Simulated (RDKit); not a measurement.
Input for RDKit: UFF on C4H6 (a complex).

```python
from rdkit import Chem
from rdkit.Chem import AllChem, rdDetermineBonds

blocks = [
'''6

H    -0.92396100    1.23195600   -1.68478123
H     0.92396100    1.23195600   -1.68478123
H     0.92396100   -1.23195600   -1.68478123
H    -0.92396100   -1.23195600   -1.68478123
C     0.00000000    0.66717600   -1.68478123
C     0.00000000   -0.66717600   -1.68478123
''',
'''4

H    -0.00000000   -1.66786500    1.81521877
H    -0.00000000    1.66786500    1.81521877
C    -0.00000000   -0.60339700    1.81521877
C    -0.00000000    0.60339700    1.81521877
''',
]
mol = None
for b in blocks:
    f = Chem.MolFromXYZBlock(b)
    rdDetermineBonds.DetermineBonds(f, charge=0)
    mol = f if mol is None else Chem.CombineMols(mol, f)
Chem.SanitizeMol(mol)
print(Chem.MolToSmiles(Chem.RemoveHs(mol)))
ff = AllChem.UFFGetMoleculeForceField(mol, vdwThresh=100.0, ignoreInterfragInteractions=False)
e = ff.CalcEnergy()
print(f'UFF energy {e:.6f} kcal/mol')
```

Output:

```
C#C.C=C
UFF energy -0.526992 kcal/mol
```

The run finished.

Cost: very roughly 0.020 core-seconds.
